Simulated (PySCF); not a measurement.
Input file for PySCF: R-B3LYP/6-31G* on H2O (SMILES O) with ghost functions.

```python
from pyscf import gto, scf, dft, mp
from pyscf.data.elements import chemcore

mol = gto.M(
    atom='''
    O    -0.06699914    0.00000000    1.49435474
    H     0.81573427    0.00000000    1.86586639
    H     0.06885510    0.00000000    0.53914277
    ghost-O    0.06254775    0.00000000   -1.42263208
    ghost-H   -0.40696540   -0.76017841   -1.77174450
    ghost-H   -0.40696540    0.76017841   -1.77174450
    ''',
    basis='6-31g*',
    cart=True,
    charge=0, spin=0, verbose=3, max_memory=1800)
mf = dft.RKS(mol, xc='b3lyp')
mf.conv_tol = 1e-8
mf.max_cycle = 100
mf.kernel()
if not mf.converged:
    mf = mf.newton().run(mf.mo_coeff, mf.mo_occ)
```

The log:

```
converged SCF energy = -76.4092193444054
```

The run converged.

Cost: roughly 1.9 core-seconds.
